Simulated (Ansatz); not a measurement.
# [SiH3···H···H], doublet: transfer scan

Starting geometry:

```yaml
atoms:
  - { symbol: Si, position_ang: [-0.0857, 0.0000, 0.0000] }
  - { symbol: H, position_ang: [-0.5806, 1.3997, 0.0000] }
  - { symbol: H, position_ang: [-0.5806, -0.6999, 1.2122] }
  - { symbol: H, position_ang: [-0.5806, -0.6999, -1.2122] }
  - { symbol: H, position_ang: [1.3989, 0.0000, 0.0000] }
  - { symbol: H, position_ang: [2.7313, 0.0000, 0.0000] }
```

From there H5 is moved from one fragment to the other while all else, the fragments' distance too, stays fixed; atoms are numbered as listed. Energies are in kJ/mol, counted from the starting geometry at the same level.

Basis 6-31G; Ansatz 0.2.0. Only valence electrons are correlated (noble-gas cores frozen). Prefix R: restricted or restricted open-shell reference; prefix U: unrestricted. Active spaces: valence = (9e, 9o) chosen from the atoms' valence shells.

For open shells CISD is restricted-active-space CI with the open shells as a complete middle space. Runs in a small pair space aren't shown, since their orbitals change along the scan.

Full CI is exact within this basis and frozen core; it isn't the basis-set limit. The frozen core follows each run's orbitals, which can shift R against U totals by a few meV.

```json
{"distance Si1-H5 (Å)": "1.381", "full CI": "15.7", "unpaired electrons (full CI)": "1.02", "error RMP2": "-3.3", "error CISD": "-1.1", "error UCCSDT": "0.0", "error RCCSDTQ": "0.0", "error NEVPT2 (valence space)": "0.0", "error MRCISD+Q(relaxed) (valence space)": "0.0"}
{"distance Si1-H5 (Å)": "1.485", "full CI": "0.0", "unpaired electrons (full CI)": "1.03", "error RMP2": "0.0", "error CISD": "0.0", "error UCCSDT": "0.0", "error RCCSDTQ": "0.0", "error NEVPT2 (valence space)": "0.0", "error MRCISD+Q(relaxed) (valence space)": "0.0"}
{"distance Si1-H5 (Å)": "1.569", "full CI": "-2.1", "unpaired electrons (full CI)": "1.03", "error RMP2": "4.0", "error CISD": "1.4", "error UCCSDT": "0.0", "error RCCSDTQ": "0.0", "error NEVPT2 (valence space)": "0.0", "error MRCISD+Q(relaxed) (valence space)": "0.0"}
{"distance Si1-H5 (Å)": "1.652", "full CI": "-1.9", "unpaired electrons (full CI)": "1.03", "error RMP2": "8.8", "error CISD": "3.2", "error UCCSDT": "0.0", "error RCCSDTQ": "0.0", "error NEVPT2 (valence space)": "0.1", "error MRCISD+Q(relaxed) (valence space)": "0.0"}
{"distance Si1-H5 (Å)": "1.736", "full CI": "-5.1", "unpaired electrons (full CI)": "1.04", "error RMP2": "12.3", "error CISD": "4.7", "error UCCSDT": "0.0", "error RCCSDTQ": "0.0", "error NEVPT2 (valence space)": "0.5", "error MRCISD+Q(relaxed) (valence space)": "0.0"}
{"distance Si1-H5 (Å)": "1.820", "full CI": "-15.3", "unpaired electrons (full CI)": "1.04", "error RMP2": "13.0", "error CISD": "4.7", "error UCCSDT": "0.0", "error RCCSDTQ": "0.0", "error NEVPT2 (valence space)": "1.3", "error MRCISD+Q(relaxed) (valence space)": "0.0"}
{"distance Si1-H5 (Å)": "1.904", "full CI": "-32.0", "unpaired electrons (full CI)": "1.03", "error RMP2": "12.6", "error CISD": "4.0", "error UCCSDT": "0.0", "error RCCSDTQ": "0.0", "error NEVPT2 (valence space)": "2.2", "error MRCISD+Q(relaxed) (valence space)": "0.0"}
{"distance Si1-H5 (Å)": "1.988", "full CI": "-49.7", "unpaired electrons (full CI)": "1.03", "error RMP2": "10.0", "error CISD": "2.7", "error UCCSDT": "0.0", "error RCCSDTQ": "0.0", "error NEVPT2 (valence space)": "3.3", "error MRCISD+Q(relaxed) (valence space)": "0.0"}
{"distance Si1-H5 (Å)": "2.072", "full CI": "-59.3", "unpaired electrons (full CI)": "1.03", "error RMP2": "7.1", "error CISD": "1.6", "error UCCSDT": "0.0", "error RCCSDTQ": "0.0", "error NEVPT2 (valence space)": "4.3", "error MRCISD+Q(relaxed) (valence space)": "0.0"}
```

Unpaired electrons are Σ n²(2−n)² over natural occupations. Errors are those of relative energies. In total energy the starting point itself misses full CI by: RMP2 68.5, CISD 12.8, UCCSDT 0.1, RCCSDTQ 0.0, NEVPT2 (valence space) 18.4, MRCISD+Q(relaxed) (valence space) 0.1 kJ/mol.

Spread of the error over the points with a reference, to 2.072 Å (largest less smallest): RCCSDTQ 0.0, UCCSDT 0.0, MRCISD+Q(relaxed) (valence space) 0.1, NEVPT2 (valence space) 4.4, CISD 5.9, RMP2 16.2 kJ/mol.
